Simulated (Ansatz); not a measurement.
**1T (CdI2-type) PtSe2**

Computed with PBE0-D4 (Ansatz, an electronic-structure program, PAW).

Settings: plane-wave cutoff 500 eV, 12×12×6 k mesh (along the axes of the cell as run), Fermi–Dirac smearing 0.05 eV, scalar-relativistic PAW data made under PBE.

Cell (relaxed at this level):

```cif
data_PtSe2
_chemical_formula_sum 'Pt1 Se2'
_space_group_name_H-M_alt 'P 1'
_space_group_IT_number 1
_cell_length_a 3.71307
_cell_length_b 3.71307
_cell_length_c 4.96726
_cell_angle_alpha 90.000
_cell_angle_beta 90.000
_cell_angle_gamma 120.000
loop_
_space_group_symop_operation_xyz
  'x, y, z'
loop_
_atom_site_label
_atom_site_type_symbol
_atom_site_fract_x
_atom_site_fract_y
_atom_site_fract_z
_atom_site_occupancy
Pt1 Pt 0.00000 0.00000 0.00000 1
Se1 Se 0.33333 0.66667 0.25653 1
Se2 Se 0.66667 0.33333 0.74347 1
```

| Property | Value |
|---|---|
| equilibrium volume per atom | 19.77 Å³/atom |
| equilibrium lattice constant a | 3.713 Å |
| lattice parameter c | 4.967 Å |

Measured, for comparison: lattice constant a 3.727 Å (temperature not stated, not corrected to a static lattice; as tabulated in Björkman (2014), arXiv:1406.2436); lattice parameter c 5.074 Å (temperature not stated, zero-point anharmonic expansion removed (computed with revB86b-DF2); no thermal correction; as tabulated in Björkman (2014), arXiv:1406.2436). Computed (rounded) less measured: lattice constant a -0.4 %, lattice parameter c -2.1 %. A static lattice is as a rule a little smaller and stiffer than an uncorrected measurement, which narrows the difference in the lattice constant a and would widen misses of the other sign.

Note: exact exchange on metals is sensitive to the k mesh and can open a false gap.

Spin–orbit coupling is not included.

Static lattice: no zero-point or thermal effects.
